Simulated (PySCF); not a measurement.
Species: C5H8O.
SMILES with atom numbers: `[CH3:1]/[CH:2]=[C:3]1\[CH2:4][C@H:5]1[OH:6]` (hydrogens: H7, H8, H9 on C1; H10 on C2; H11, H12 on C4; H13 on C5; H14 on O6)

Computed with PySCF at PBE0/pcSseg-1 and CAM-B3LYP/def2-SVPD, non-relativistic, on one gas-phase PBE0-D3(BJ)/def2-SVP geometry that isn't relaxed in the solvent. The solvent is an IEF-PCM continuum (Bondi radii, 1.10 Å for H, scaled by 1.2). Specific hydrogen bonds and non-electrostatic terms are outside this model.

Gas phase at PBE0/pcSseg-1: HOMO -7.04 eV, LUMO -0.06 eV, dipole 1.91 D.

Question: What does the continuum do to the energy, the frontier levels and the dipole at PBE0/pcSseg-1 in cyclohexane and dimethylsulfoxide?

Answer: 
```tsv
solvent	ε	E(solvent) − E(gas) (kcal/mol)	polarisation term (kcal/mol)	distortion of the solute (kcal/mol)	HOMO (eV)	LUMO (eV)	dipole (D)
cyclohexane	2.017	-1.95	-2.03	0.08	-7.02	0.00	2.08
dimethylsulfoxide	46.83	-4.97	-5.45	0.48	-7.02	0.05	2.36
```

The polarisation term is half the interaction of the solute with the surface charges that it induces; the rest is the cost of distorting the solute's density. The sum is the electrostatic part of solvation alone. From cyclohexane to dimethylsulfoxide the lowering changes by a factor 2.54, Onsager's factor (ε − 1)/(2ε + 1) by 2.40 and ε itself by 23.2.

Question: Which radius a makes the point-dipole formula ΔE = −[(ε − 1)/(2ε + 1)]·μ²/a³ give the value in dimethylsulfoxide, with the gas-phase dipole?

Answer: μ = 0.751 au and |ΔE| = 0.00792 Eh give a = 1.72 Å; the farthest nucleus lies 3.02 Å from the centroid of the nuclei, so such a sphere wouldn't even hold the nuclei. The formula assumes a rigid point dipole at the centre of a sphere.

Gas phase at CAM-B3LYP/def2-SVPD: HOMO -8.48 eV, LUMO 0.91 eV, dipole 1.99 D.

Question: What does the continuum do to the energy, the frontier levels and the dipole at CAM-B3LYP/def2-SVPD in cyclohexane and dimethylsulfoxide?

Answer: 
| solvent | ε | E(solvent) − E(gas) (kcal/mol) | polarisation term (kcal/mol) | distortion of the solute (kcal/mol) | HOMO (eV) | LUMO (eV) | dipole (D) |
| --- | --- | --- | --- | --- | --- | --- | --- |
| cyclohexane | 2.017 | -1.97 | -2.07 | 0.10 | -8.43 | 0.97 | 2.20 |
| dimethylsulfoxide | 46.83 | -5.07 | -5.72 | 0.65 | -8.39 | 1.02 | 2.54 |

Question: How does the static polarisability (CAM-B3LYP/def2-SVPD, frozen core, with the continuum's full static response) change?

Answer: 
```csv
medium,isotropic (au),principal values (au),⟨r²⟩ of the electrons (bohr²)
gas,66.7,"52.5, 61.2, 86.5",703.4
cyclohexane,74.7,"58.4, 68.5, 97.2",703.4
dimethylsulfoxide,89.5,"71.4, 82.4, 114.7",703.5
```

The isotropic value in dimethylsulfoxide is 1.34 times the gas-phase one; no cavity-field correction is applied. ⟨r²⟩ is taken about the centre of nuclear charge.

Shape of the structure used: `[CH3:1]/[CH:2]=[C:3]1\[CH2:4][C@H:5]1[OH:6]`: H–O6–C5–C4 61°.
